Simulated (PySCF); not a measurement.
Species: C3HOS (charge -1).
Atom-mapped SMILES: `[CH:1]#[C:2][C:3](=[O:4])[S-:5]` (hydrogens: H6 on C1)

Method: PBE0-D3(BJ)/def2-SVP geometry optimisation, gas phase (PySCF 2.14.0).

Task: What internal coordinates does the optimisation give?

Result: 
```csv
bond,length (Å),order
C1≡C2,1.219,triple
C2–C3,1.482,single
C3=O4,1.230,double
C3–S5,1.710,single
C1–H6,1.073,single
```

Orders are formal, as drawn. A selection of angles:
```csv
angle,degrees
C2–C1–H6,177.0
C1–C2–C3,177.3
C2–C3–O4,117.5
C2–C3–S5,112.9
O4–C3–S5,129.7
```

The 2 C–C bonds span 1.219 Å (C1≡C2, drawn triple) to 1.482 Å (C2–C3, drawn single), a spread of 0.263 Å. The 5 heavy atoms lie in one plane (0.001 Å rms). C3 (carbon bonded to C, O and S) is planar (angles 129.7°, 117.5° and 112.9°, sum 360.0°, 0.00 Å off the plane of its three neighbours).

Point group: Cs (every atom within 0.08 Å of its image). Whether it is a minimum is left open (no frequencies).
